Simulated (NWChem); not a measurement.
Program: NWChem. System: CH₂Cl₂, charge 0, spin multiplicity 1, displaced from the optimised geometry. Level: CCSD(T)/cc-pVDZ, 11 core orbitals frozen, spin-restricted.

The NWChem input:

```
start mol
memory heap 100 mb stack 700 mb global 1900 mb
geometry units angstroms nocenter noautoz noautosym
  Cl     1.477608     0.000000     0.214511
  C      0.000000     0.000000    -0.755926
  Cl    -1.477608     0.000000     0.214511
  H      0.000000     0.901498    -1.378902
  H      0.000000    -1.802996    -2.001877
end
basis spherical
  * library cc-pvdz
end
scf
  rhf
  nopen 0
  maxiter 100
  thresh 1e-7
  semidirect memsize 60000000 filesize 0
end
ccsd
  freeze core 11
  maxiter 60
end
task ccsd(t) energy
```

Output (cleaned and shortened):

```
             Northwest Computational Chemistry Package (NWChem) 7.3.0
             --------------------------------------------------------

                                NWChem Input Module
                                -------------------

 Scaling coordinates for geometry "geometry" by  1.889725989
 (inverse scale =  0.529177249)

                             Geometry "geometry" -> ""
                             -------------------------

 Output coordinates in angstroms (scale by  1.889725989 to convert to a.u.)

  No.       Tag          Charge          X              Y              Z
 ---- ---------------- ---------- -------------- -------------- --------------
    1 Cl                  17.0000     1.47760800     0.00000000     0.21451100
    2 C                    6.0000     0.00000000     0.00000000    -0.75592600
    3 Cl                  17.0000    -1.47760800     0.00000000     0.21451100
    4 H                    1.0000     0.00000000     0.90149800    -1.37890200
    5 H                    1.0000     0.00000000    -1.80299600    -2.00187700

 Effective nuclear repulsion energy (a.u.)     130.5940770148

            Nuclear Dipole moment (a.u.)
            ----------------------------
        X                 Y               Z
 ---------------- ---------------- ----------------
     0.0000000000    -1.7035841993    -1.1772255916


 Summary of "ao basis" -> "" (spherical)
 ------------------------------------------------------------------------------
       Tag                 Description            Shells   Functions and Types
 ---------------- ------------------------------  ------  ---------------------
 *                          cc-pvdz                   on all atoms

 Summary of "ao basis" -> "ao basis" (spherical)
 ------------------------------------------------------------------------------
       Tag                 Description            Shells   Functions and Types
 ---------------- ------------------------------  ------  ---------------------
 Cl                         cc-pvdz                  8       18   4s3p1d
 C                          cc-pvdz                  6       14   3s2p1d
[...]
 ccsd(t): done        9 out of       39 progress:   23.1%
 ccsd(t): done       10 out of       39 progress:   25.6%
 ccsd(t): done       11 out of       39 progress:   28.2%
 ccsd(t): done       12 out of       39 progress:   30.8%
 ccsd(t): done       13 out of       39 progress:   33.3%
 ccsd(t): done       14 out of       39 progress:   35.9%
 ccsd(t): done       15 out of       39 progress:   38.5%
 ccsd(t): done       16 out of       39 progress:   41.0%
 ccsd(t): done       17 out of       39 progress:   43.6%
 ccsd(t): done       18 out of       39 progress:   46.2%
 ccsd(t): done       19 out of       39 progress:   48.7%
 ccsd(t): done       20 out of       39 progress:   51.3%
 ccsd(t): done       21 out of       39 progress:   53.8%
 ccsd(t): done       22 out of       39 progress:   56.4%
 ccsd(t): done       23 out of       39 progress:   59.0%
 ccsd(t): done       24 out of       39 progress:   61.5%
 ccsd(t): done       25 out of       39 progress:   64.1%
 ccsd(t): done       26 out of       39 progress:   66.7%
 ccsd(t): done       27 out of       39 progress:   69.2%
 ccsd(t): done       28 out of       39 progress:   71.8%
 ccsd(t): done       29 out of       39 progress:   74.4%
 ccsd(t): done       30 out of       39 progress:   76.9%
 ccsd(t): done       31 out of       39 progress:   79.5%
 ccsd(t): done       32 out of       39 progress:   82.1%
 ccsd(t): done       33 out of       39 progress:   84.6%
 ccsd(t): done       34 out of       39 progress:   87.2%
 ccsd(t): done       35 out of       39 progress:   89.7%
 ccsd(t): done       36 out of       39 progress:   92.3%
 ccsd(t): done       37 out of       39 progress:   94.9%
 ccsd(t): done       38 out of       39 progress:   97.4%
 ccsd(t): done       39 out of       39 progress:  100.0%
 Time for integral evaluation pass     1        2.91
 Time for triples evaluation pass      1        0.83

 pseudo-e(mp4)  -0.21213406565432E-01
 pseudo-e(mp5)   0.11812951797446E-02
        e(t)    -0.20032111385687E-01

 --------------
 CCSD(T) Energy
 --------------
 Reference energy:                    -957.847148193782459

 CCSD corr. energy:                     -0.490009342975735
 T(CCSD) corr. energy:                  -0.021213406565432
 Total CCSD+T(CCSD) energy:           -958.358370943323621

 CCSD corr. energy:                     -0.490009342975735
 (T) corr. energy:                      -0.020032111385687
 Total CCSD(T) energy:                -958.357189648143844

 routine      calls  cpu(0)   cpu-min  cpu-ave  cpu-max   i/o
 aoccsd          1     0.00     0.00     0.00     0.00    0.00
 iterdrv         1     0.01     0.01     0.01     0.01    0.00
 pampt          13     0.03     0.03     0.03     0.03    0.00
 t2pm           13     0.06     0.06     0.06     0.06    0.00
 sxy            13     0.19     0.19     0.19     0.19    0.00
 ints      2135770    29.85    29.85    29.85    29.85    0.00
 t2eri        5278     1.92     1.92     1.92     1.92    0.00
 idx2         5278     0.35     0.35     0.35     0.35    0.00
 idx34          13     0.04     0.04     0.04     0.04    0.00
 ht2pm          13     0.09     0.09     0.09     0.09    0.00
 itm            13     0.34     0.34     0.34     0.34    0.00
 pdiis          13     0.02     0.02     0.02     0.02    0.00
 triples         1     0.00     0.00     0.00     0.00    0.00
 rdtrpo          1     0.00     0.00     0.00     0.00    0.00
 trpmos          1     2.91     2.91     2.91     2.91    0.00
 trpdrv          1     0.12     0.12     0.12     0.12    0.00
 dovvv       42900     0.31     0.31     0.31     0.31    0.00
 doooo       42900     0.10     0.10     0.10     0.10    0.00
 tengy       39000     0.27     0.27     0.27     0.27    0.00
 Total                36.62    36.62    36.62    36.62    0.00

 Task  times  cpu:       40.8s     wall:       40.8s

 Total times  cpu:       40.8s     wall:       40.8s
```
